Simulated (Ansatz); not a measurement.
A CCSD(T) single point on C6H14O, SMILES `CCCOCCC`.

```yaml
crystal:
  periodic: [false, false, false]
  atoms:
    - {symbol: C, position_ang: [-0.641076, -3.387331, -0.271457]}
    - {symbol: C, position_ang: [-0.351081, -1.942802, -0.640930]}
    - {symbol: C, position_ang: [0.682031, -1.327358, 0.286749]}
    - {symbol: O, position_ang: [1.070854, -0.023004, -0.063752]}
    - {symbol: C, position_ang: [0.118241, 0.965164, 0.234977]}
    - {symbol: C, position_ang: [0.720393, 2.324696, -0.031442]}
    - {symbol: C, position_ang: [-0.256553, 3.449592, 0.261329]}
    - {symbol: H, position_ang: [-1.031963, -3.465935, 0.747026]}
    - {symbol: H, position_ang: [0.264141, -3.998859, -0.324578]}
    - {symbol: H, position_ang: [-1.379260, -3.830086, -0.942897]}
    - {symbol: H, position_ang: [-1.278092, -1.362185, -0.607550]}
    - {symbol: H, position_ang: [0.024521, -1.879102, -1.667048]}
    - {symbol: H, position_ang: [1.596416, -1.928200, 0.261368]}
    - {symbol: H, position_ang: [0.309230, -1.343638, 1.323916]}
    - {symbol: H, position_ang: [-0.186677, 0.884573, 1.291707]}
    - {symbol: H, position_ang: [-0.790048, 0.837437, -0.372859]}
    - {symbol: H, position_ang: [1.622553, 2.432664, 0.578063]}
    - {symbol: H, position_ang: [1.042984, 2.362649, -1.076354]}
    - {symbol: H, position_ang: [-1.154858, 3.367968, -0.357099]}
    - {symbol: H, position_ang: [0.192535, 4.424616, 0.063052]}
    - {symbol: H, position_ang: [-0.574281, 3.439129, 1.307771]}
basis:
  gaussian: {orbitals: def2-TZVPP}
correlation: {method: ccsd_t}
output: {orbitals: {seedname: orbitals}}
```

```sh
$ ansatz run in.yaml --threads 2 --pin off --events-out ev --progress --plain --max-ram 32768MiB --backend cuda --devices 0, --max-vram 18GiB
```

Log, shortened:

```
Functional definition: HF
2406 factors; integrals over basis functions are off by at most 1.2e-3 eV
mean field evaluation 1: about -8438.8762 eV, gradient 4.5e1 eV
mean field evaluation 2: about -8439.2307 eV, gradient 4.5e1 eV
mean field evaluation 4: about -8444.5557 eV, gradient 5.1e0 eV
mean field evaluation 8: about -8444.6309 eV, gradient 3.2e-1 eV
mean field -8444.63125680 eV, -310.3344747106 hartree, gradient 1.6e-6 eV, S^2 0.000000; 0 other end points of the search recorded, 0 dependent functions left out
7 core orbitals not correlated: weight in the atoms' cores, before any rotation towards them, 1.000 or more for the frozen orbitals, at most 0.000 for the correlated occupied ones
reference -8444.63125680 eV, -310.3344747106 hartree; 22, 22 occupied and 384, 384 virtual orbitals, 2406 factors
second order -35.13565264 eV of doubles, -0.00000000 eV of singles
cycle   1  -36.11858372 eV  change   -9.8e-1 eV  update   1.1e-1
cycle   2  -36.93436716 eV  change   -8.2e-1 eV  update   3.2e-2
cycle   3  -37.08938668 eV  change   -1.6e-1 eV  update   1.5e-2
cycle   4  -37.08422272 eV  change    5.2e-3 eV  update   3.2e-3
cycle   5  -37.08421506 eV  change    7.7e-6 eV  update   1.3e-3
cycle   6  -37.08474812 eV  change   -5.3e-4 eV  update   3.5e-4
cycle   7  -37.08464532 eV  change    1.0e-4 eV  update   1.4e-4
cycle   8  -37.08460930 eV  change    3.6e-5 eV  update   4.4e-5
perturbative correction -1.42171739 eV, -0.0522471505 hartree
Total energy: -8483.13758349 eV, -311.7495561161 hartree
```

It took 29 s on 2 threads of an AMD EPYC 7R13 on a shared host and a share of an NVIDIA H100 80 GB, with 1.8 GiB of host memory at the peak.

Correlation energy per correlated electron: -0.875 eV. T1 diagnostic: 0.0095.
